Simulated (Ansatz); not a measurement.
## CH3NO2, SMILES N=C(O)O: a rigid scan of one bond angle

Program: Ansatz's Python interface.

`ch3no2_bend.py`:
```python
# -*- coding: utf-8 -*-
"""Energy of CH3NO2 against one bond angle."""

import ansatz as az
from ase import Atoms

atoms = Atoms(["N", "C", "O", "O", "H", "H", "H"], positions=[
    [-0.6034, 0.7014, 0.523],
    [0.1542, -0.1265, 0.0566],
    [1.0814, -0.6412, 0.8017],
    [0.2303, -0.5973, -1.1825],
    [-1.3149, 1.025, -0.2251],
    [1.0339, -0.215, 1.6884],
    [-0.5202, -0.2144, -1.7077],
])

# start the scan from a relaxed geometry
first = (
    az.Crystal.molecule_from_ase(atoms).calculation()
    .basis(gaussian="def2-SVP")
    .functional("cam_b3lyp")
    .relax(force_tolerance=0.02, max_steps=80)
)
atoms.positions = first.run().report["positions_ang"]

rows = []
for angle in [90, 100, 110, 120, 135, 150, 165, 179]:
    bent = atoms.copy()
    bent.set_angle(1, 2, 5, angle, indices=[5])
    model = az.Crystal.molecule_from_ase(bent).calculation().basis(gaussian="def2-SVP").functional("cam_b3lyp")
    rows.append((angle, model.run().report["free_energy_ev"]))
floor = min(e for _, e in rows)
for angle, e in rows:
    print(f"angle C1-O2-H5 = {angle:3d} deg   {1000 * (e - floor):9.1f} meV")
```

```console
$ python ch3no2_bend.py
angle C1-O2-H5 =  90 deg       209.2 meV
angle C1-O2-H5 = 100 deg        16.6 meV
angle C1-O2-H5 = 110 deg         0.0 meV
angle C1-O2-H5 = 120 deg       117.2 meV
angle C1-O2-H5 = 135 deg       457.8 meV
angle C1-O2-H5 = 150 deg       872.5 meV
angle C1-O2-H5 = 165 deg      1213.5 meV
angle C1-O2-H5 = 179 deg      1353.6 meV
```

The scan is rigid, and the energies are electronic, in a modest basis. The zero is the lowest point of the grid, which needn't be the minimum. Finished in 31 s on 1 thread of Arm Neoverse V1 (shared host), peak memory 0.22 GiB.
